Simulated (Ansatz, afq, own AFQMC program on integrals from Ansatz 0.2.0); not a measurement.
## Where AFQMC and coupled cluster stand for BNH₄, triplet

```xyz
6

B    -1.3147    0.0351    0.0000
H    -1.9114    1.0687    0.0000
H    -1.9114   -0.9985    0.0000
H    -0.1212    0.0351    0.0000
N     1.1933    0.0351    0.0000
H     1.4624   -0.9691    0.0000
```

Connectivity, by distances: BH3 ··· NH.

Basis cc-pVTZ. Only valence electrons are correlated. AFQMC by an in-house program on the Cholesky factors that Ansatz 0.2.0 writes for its CCSD(T) run. The CISD trial takes its coefficients from CCSD amplitudes. Released means that phaseless walkers are propagated on without the constraint, phases kept. Error bars are statistical, one sigma.

Determinant: UHF, the one that the program's search chose, which needn't be the lowest solution. The geometry is a point of a scan.

No full CI on the walks' own integrals is used here. The released AFQMC energy serves as the reference, which it does only where one determinant dominates, the energy is flat over the last release times and near the phaseless one (40 meV or 2 meV an electron, half that with transition metals). On small molecules, where full CI could be run and the noise was under 10 meV, such values lay within 10 meV of it in 19 cases of 20, a flattering rate, since the rule was set on those same cases; what remains of the bias isn't in the error bar.

Cautions: lower spins were not checked; the released value is read at 2.40 1/Eh (meV from the phaseless value at times in 1/Eh: -5 ± 6 at 0.24, -13 ± 4 at 0.51, -17 ± 4 at 0.99, -24 ± 5 at 1.62, -18 ± 7 at 2.40).

- T1 diagnostic: 0.0166
- weight of the determinant in the CISD state: 0.886
- ⟨S²⟩ of the determinant: 2.027
- size of the correlated space: 12 electrons in 114 orbitals

Reference: AFQMC with the constraint released, correlation energy -8.755 ± 0.007 eV.

| level | E − E(reference) (kJ/mol) | share of correlation (%) |
| --- | --- | --- |
| HF | 844.7 ± 0.6 | 0.00 |
| MP2 | 131.3 ± 0.6 | 84.45 |
| CCSD | 27.6 ± 0.6 | 96.73 |
| CCSD(T) | 4.1 ± 0.6 | 99.51 |
| ph-AFQMC/CISD | 1.7 ± 0.8 | 99.80 |

A walk keeps the symmetry of its determinant, which the program's search chose and which needn't be the lowest solution, so a lower state of the same spin and another symmetry isn't excluded. Released energies are given only where the last usable release times agree within the noise; a slower fall can still hide under it.
